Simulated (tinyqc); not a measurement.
Worked calculation: ROHF in the sto-3g basis, for H2O+, spin multiplicity 2. One step of it, computed by the program tinyqc.

Task: Orthogonalisation. S = U s U^T; canonical form X = U s^(-1/2), so that X^T S X = 1. Each column of U has its largest component positive (the first on a tie).

overlap S, order 1O 1s, 1O 2s, 1O 2px, 1O 2py, 1O 2pz, 2H 1s, 3H 1s:
$$\begin{pmatrix}
1.000000 & 0.236704 & 0.000000 & 0.000000 & 0.000000 & 0.023998 & 0.021802 \\
0.236704 & 1.000000 & 0.000000 & 0.000000 & 0.000000 & 0.280538 & 0.261356 \\
0.000000 & 0.000000 & 1.000000 & 0.000000 & 0.000000 & 0.000000 & 0.000000 \\
0.000000 & 0.000000 & 0.000000 & 1.000000 & 0.000000 & 0.226556 & -0.213559 \\
0.000000 & 0.000000 & 0.000000 & 0.000000 & 1.000000 & 0.136666 & 0.128878 \\
0.023998 & 0.280538 & 0.000000 & 0.226556 & 0.136666 & 1.000000 & 0.076062 \\
0.021802 & 0.261356 & 0.000000 & -0.213559 & 0.128878 & 0.076062 & 1.000000
\end{pmatrix}$$

Give: eigenvalues of S; X.

Result:

eigenvalues of S: [0.561, 0.650, 0.902, 1.000, 1.088, 1.275, 1.525]

X, order 1O 1s, 1O 2s, 1O 2px, 1O 2py, 1O 2pz, 2H 1s, 3H 1s:
$$\begin{pmatrix}
-0.437 & 0.069 & 0.675 & 0.000 & -0.585 & -0.021 & 0.263 \\
0.919 & -0.108 & -0.230 & 0.000 & -0.258 & -0.025 & 0.511 \\
0.000 & 0.000 & 0.000 & 1.000 & 0.000 & 0.000 & 0.000 \\
0.109 & 0.816 & -0.006 & 0.000 & -0.002 & 0.663 & 0.025 \\
0.335 & -0.033 & 0.686 & 0.000 & 0.647 & -0.006 & 0.192 \\
-0.644 & -0.588 & -0.245 & 0.000 & 0.207 & 0.396 & 0.398 \\
-0.459 & 0.714 & -0.262 & 0.000 & 0.221 & -0.433 & 0.360
\end{pmatrix}$$
